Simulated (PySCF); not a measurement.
Choosing a basis for TDDFT

Compound: 1,3-dichloropropane, C₃H₆Cl₂.
Atom-mapped SMILES: `[Cl:1][CH2:2][CH2:3][CH2:4][Cl:5]` (hydrogens: H6, H7 on C2; H8, H9 on C3; H10, H11 on C4)

TDDFT with PBE0 (PySCF), vertical singlets, core orbitals frozen in the response, spherical d and f functions. Isolated species at its PBE0-D3(BJ)/def2-SVP geometry (one conformer only).

Q: Compare 6-31G*, def2-SVP, def2-SVPD and def2-TZVP for this molecule.

A: 

```tsv
basis	functions	diffuse	S1 (eV)	S2 (eV)	S3 (eV)	S4 (eV)	S5 (eV)	LUMO (eV)	α (au)
6-31G*	90	no	7.64	7.66	7.75	7.78	8.51	1.02	50.0
def2-SVP	108	no	7.78	7.84	7.93	7.98	8.65	1.26	49.7
def2-SVPD	162	yes	7.36	7.38	7.49	7.51	7.99	0.46	65.6
def2-TZVP	203	no	7.46	7.49	7.58	7.61	8.32	0.76	59.8
```

States are compared by their number. Against the only diffuse basis here (def2-SVPD, itself not a converged limit), sets without diffuse functions differ by up to 0.42 eV in S1 and 0.66 eV in S5. State by state, the largest deviation of a set without diffuse functions is S1 0.42, S2 0.45, S3 0.44, S4 0.48, S5 0.66 eV. The same number needn't mean the same state in each row. Against def2-SVPD the polarisability deviates by -24% in 6-31G*, -24% in def2-SVP, -9% in def2-TZVP.
